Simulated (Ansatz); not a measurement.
A calculation with Ansatz (development build ahead of 0.2.0).

```yaml
crystal:
  periodic: [false, false, false]
  atoms:
    - { symbol: Si, position_ang: [0.0, 0.0, 0.0] }
    - { symbol: C, position_ang: [0.0, 0.0, 1.8039] }
basis:
  gaussian: { orbitals: def2-SVP }
magnetization:
  initial_magnetization: 2
hamiltonian:
  xc: hf
correlation:
  method: mp2
  frozen_orbitals: { C: 1, Si: 5 }
scf:
  omitted_lower_state_checks: [stability, starts, atomic_configurations, cluster_reference, orbital_swaps, given_window_search, neighbouring_geometries, increment]
```

The input is written out in the form of the current development build from the run's settings. Correlation on restricted open-shell orbitals is semicanonical, with singles.

Results

| Item | Value |
| --- | --- |
| Converged | yes |
| Reference energy | -326.46577 hartree |
| Correlation energy | -0.16592 hartree |
| Total energy | -326.63169 hartree |
| Spin squared of the determinant | 2.000 |
| Occupied orbitals by symmetry in an Abelian subgroup (alpha; beta) | 7 A1 2 B1 2 B2; 6 A1 2 B1 1 B2 |

Messages of the program:
```
mean field -8883.58622855 eV, -326.4657723883 hartree, gradient 2.6e-6 eV, S^2 2.000000; 0 other ends of a descent, 0 dependent functions left out
```

Caution: an unrestricted determinant lies well below.
